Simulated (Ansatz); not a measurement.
# ClH5Si2: the cost of one run

Method: RHF/def2-SVP, in Ansatz 0.2.0.

## (1) The system as given

Bond lengths: Si1–Si2 2.220 Å, Si2–H3 1.460 Å, Si2–H4 1.460 Å, Si2–H5 1.460 Å, Si1–H6 1.460 Å, Si1–Cl7 2.128 Å, Si1–H8 1.459 Å. Angles: Si1–Si2–H3 109.5°, Si1–Si2–H4 109.5°, Si1–Si2–H5 109.5°, H3–Si2–H4 109.4°, H3–Si2–H5 109.4°, H4–Si2–H5 109.4°, Si2–Si1–H6 109.5°, Si2–Si1–Cl7 109.5°, Si2–Si1–H8 109.5°, H6–Si1–Cl7 109.5°, H6–Si1–H8 109.5°, Cl7–Si1–H8 109.5°.

Structure file:

```xyz
8

Si    0.0000    0.0000    0.0000
Si    0.0000    0.0000    2.2200
H    -1.3148   -0.4067    2.7074
H     1.0096   -0.9353    2.7074
H     0.3052    1.3420    2.7074
H     1.3768    0.0000   -0.4862
Cl   -1.0032    1.7381   -0.7093
H    -0.6877   -1.1914   -0.4862
```

## (2) Relaxing the start

Contents of input.yaml:

```yaml
crystal:
  periodic: [false, false, false]
  atoms:
    - { symbol: Si, position_ang: [0.0, 0.0, 0.0] }
    - { symbol: Si, position_ang: [0.0, 0.0, 2.22] }
    - { symbol: H, position_ang: [-1.3148, -0.4067, 2.7074] }
    - { symbol: H, position_ang: [1.0096, -0.9353, 2.7074] }
    - { symbol: H, position_ang: [0.3052, 1.342, 2.7074] }
    - { symbol: H, position_ang: [1.3768, 0.0, -0.4862] }
    - { symbol: Cl, position_ang: [-1.0032, 1.7381, -0.7093] }
    - { symbol: H, position_ang: [-0.6877, -1.1914, -0.4862] }
basis:
  gaussian: { orbitals: def2-SVP }
hamiltonian:
  xc: hf
relax:
  f_tol: 0.02
  max_steps: 40
output:
  orbitals: {}
```

Started as:

```
> ansatz run input.yaml --threads 1 --pin off --max-ram 2048MiB --backend cpu --events-out ev --progress --plain --runs-dir out
```

Q: Estimate wall time and peak memory on 1 thread of Arm Neoverse V2, shared host.

About 9.1 s, with a peak of 0.14 GiB.
